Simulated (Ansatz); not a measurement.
## quartet Al₂(-): levels of theory in one basis

```xyz
2

Al    0.0264   -0.0113   -1.3146
Al   -0.0105   -0.0178    1.2281
```

Basis set: def2-SVP (spherical functions). Left uncorrelated: 10 orbitals. Correlation on ROHF uses semicanonical orbitals with singles. Charge -1, multiplicity 4.

Computed with Ansatz (development build ahead of 0.2.0); each method stands on the lowest determinant of its kind that the runs found.

| method | E − E(ROHF) (eV) | <S²> of the determinant |
| --- | --- | --- |
| ROHF | 0.00 | 3.75 |
| UHF | -0.04 | 3.76 |
| ROHF-MP2 | -2.52 | – |
| UHF-MP2 | -2.49 | 3.76 |
| ROHF-CCSD(T) | -3.37 | – |
| UHF-CCSD(T) | -3.37 | 3.76 |

Problem. Is a single determinant a sound starting point here?

Solution. By this sign, yes. Unrestricted orbitals gain 0.04 eV and <S²> is 3.76 against 3.75 for a pure state.

Caution: no diffuse functions for an anion.
